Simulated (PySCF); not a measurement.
Geometries of 3 isomers of C3H3ClN2, from PySCF 2.14.0, PBE0-D3(BJ)/def2-SVP geometry optimisation, gas phase. One conformer each, no zero-point energy, no frequencies.

Task: Which isomer lies lowest at this level?
A.
```xyz
9
angstrom
Cl     1.446    0.619   -0.434
C     -0.110   -0.040   -0.162
C     -0.455   -1.402   -0.010
N     -1.758   -1.534    0.187
N     -2.241   -0.298    0.162
C     -1.301    0.652   -0.044
H      0.201   -2.270   -0.038
H     -3.234   -0.153    0.292
H     -1.525    1.714   -0.092
```
B.
```xyz
9
angstrom
Cl     1.984   -0.669   -0.005
C      0.282   -0.625   -0.190
C     -0.498    0.508   -0.518
C     -1.786    0.013   -0.543
N     -1.693   -1.303   -0.246
N     -0.447   -1.713   -0.027
H     -0.158    1.522   -0.705
H     -2.741    0.493   -0.747
H     -2.448   -1.972   -0.175
```
C.
```xyz
9
angstrom
Cl     2.843    0.212    0.231
C      1.153   -0.024    0.081
C      0.185    0.955    0.124
N     -0.991    0.268   -0.040
C     -0.683   -1.048   -0.170
N      0.610   -1.252   -0.100
H      0.242    2.031    0.251
H     -1.917    0.674   -0.063
H     -1.442   -1.817   -0.313
```

Result: C. That is `c1nc(c[nH]1)Cl`, 10.9 kcal/mol below the next.

| SMILES | atoms numbered as above | E (Eh) | relative (kcal/mol) | relative (kJ/mol) | dipole (D) |
| --- | --- | --- | --- | --- | --- |
| Clc1c[nH]cn1 | [Cl:1][c:2]1[cH:3][nH:4][cH:5][n:6]1 | -685.11109 | 0.0 | 0.0 | 4.86 |
| Clc1cc[nH]n1 | [Cl:1][c:2]1[cH:3][cH:4][nH:5][n:6]1 | -685.09371 | 10.9 | 45.6 | 3.69 |
| Clc1cn[nH]c1 | [Cl:1][c:2]1[cH:3][n:4][nH:5][cH:6]1 | -685.09098 | 12.6 | 52.8 | 2.54 |

As drawn, the highest has an N–N linkage, which the lowest lacks.
